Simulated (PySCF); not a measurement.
sulfur dioxide anion (O₂S), SMILES O=S=O (connectivity only; charge and spin as stated), charge -1, multiplicity 2.

Coordinates come from a r2SCAN-D4/def2-TZVPD optimisation. The multiplicity is an assumed one; other spin states were not compared.

These are r2SCAN-D4/def2-TZVPD run with PySCF values and carry that method's errors.

Frequencies are harmonic and unscaled.

Computed vibrational spectrum:
```
mode  ν (cm⁻¹)  IR (km/mol)  moving atoms (share of kinetic energy)
----  --------  -----------  --------------------------------------
1          452          7.8                          O 77 %, S 23 %
2          985         95.4                          O 73 %, S 27 %
3         1093        324.0                          O 59 %, S 41 %
```
